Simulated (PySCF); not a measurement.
Computed with PySCF, PBE, basis C def2-TZVP, Cl def2-TZVP (no relativity, density fitting). Open shells, if any, are unrestricted.

Problem. What shape and geometry does isolated singlet CCl₄ take (every ligand bound to C)?

Solution. Counting electrons, carbon keeps none of its valence electrons outside its bonds, so the VSEPR class is AX4 and the expected shape is tetrahedral (Td), as computed. The lowest minimum found is a singlet of Td symmetry with C–Cl 1.782 Å (×4); Cl–C–Cl 109.5° (×6). Its harmonic wavenumbers are 208 (e), 303 (t2), 446 (a1), 717 (t2) cm⁻¹ and its dipole moment is 0.00 D.
